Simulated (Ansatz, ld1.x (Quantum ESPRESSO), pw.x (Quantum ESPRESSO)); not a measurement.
## iridium (Ir): one change to the TM potential, in the atom and in the bcc crystal

```
Element                 : iridium (Ir)
Generator               : ld1.x (Quantum ESPRESSO) 7.5
Type                    : norm-conserving Troullier–Martins (Kleinman–Bylander form)
Functional              : PBEsol
Relativity              : scalar-relativistic
Frozen core             : [Xe] 4f14
Valence charge          : 9
Reference configuration : 5d7 6s2 6p0
Partial waves           : 6s (bound): rc 2.60 bohr; 6p (bound, empty): rc 3.20 bohr; 5d (bound): rc 2.40 bohr
Local potential         : all-electron potential smoothed inside 2.60 bohr (lloc = -2)
Core correction         : a·sin(br)/r model core, default radius (core density twice the valence density)
```

Change: all radii but the core radius scaled by about 1.23 (s 3.20, p 3.94, d 2.96 bohr); local potential all-electron potential smoothed inside 3.20 bohr (lloc = -2).

Cutoffs, loose and tight: the cutoffs (Ry, on a coarse ladder) from which the occupation-weighted sum of valence levels, in a spherical-Bessel basis at the reference potential, stays within 10 and 1 mRy of its value at 400 Ry. They do not see the model core or the augmentation charge, which bear on the density cutoff. Test errors are all-electron minus pseudo excitation energies from the reference, over the configurations 5d7 6s1 6p0; 5d7 6s0 6p0; 5d6 6s0 6p0; 5d6 6s2 6p0; 5d8 6s0 6p0; 5d7 6s1 6p1; 5d7 6s0 6p2; variants that change the core or the reference have their own tests.

Crystal test: bcc Ir in pw.x 7.5, no spin, 15³ k-points, Fermi–Dirac smearing 0.01 Ry, cutoffs set for each file from its atomic test. The reference is all-electron LAPW (Ansatz 0.2.0) with the same functional, mesh and smearing; V0 and B0 come from Birch–Murnaghan fits to the pressures at five volumes. Errors are pseudo minus all-electron; Δ is the rms difference of the E(V) curves that follow from these fits, minima aligned, over ±6 % about the mean V0. Mesh and smearing are coarse, so the numbers serve the comparison and aren't converged zero-temperature values; the lattice is a test structure that the element need not adopt.

All-electron: a0 = 3.079 Å (V0 = 14.59 Å³/atom), B0 = 339.1 GPa.

Does the change bring the crystal closer to the all-electron result?

The mean pressure error goes from +9.12 to +39.65 GPa, so the change moves the solid further from the all-electron pressures.

```csv
quantity,base,changed
outcome (atom),generated,generated
"cutoff, loose (atom)",35 Ry,30 Ry
"cutoff, tight (atom)",40 Ry,35 Ry
bound ghosts (atom),none,none
largest test error (meV) (atom),-161,-402
cutoffs in pw.x (Ry),50/200,50/200
a0 (Å),3.105,–
a0 error (%),+0.84,–
B0 error (%),-1.3,–
Δ (meV/atom),27.5,–
mean pressure error (GPa),+9.12,+39.65
```

A dash: not determined, or the minimum lies outside the volumes sampled.

Base: The largest radius (3.20 bohr) exceeds half the bond length (2.52 bohr), so the spheres overlap, which is one possible source of error among others. This is a poor potential for the solid. Changed file: The largest radius (3.94 bohr) exceeds half the bond length (2.52 bohr), so the spheres overlap, which is one possible source of error among others. This is a poor potential for the solid. The atomic cutoffs weigh occupied waves only.
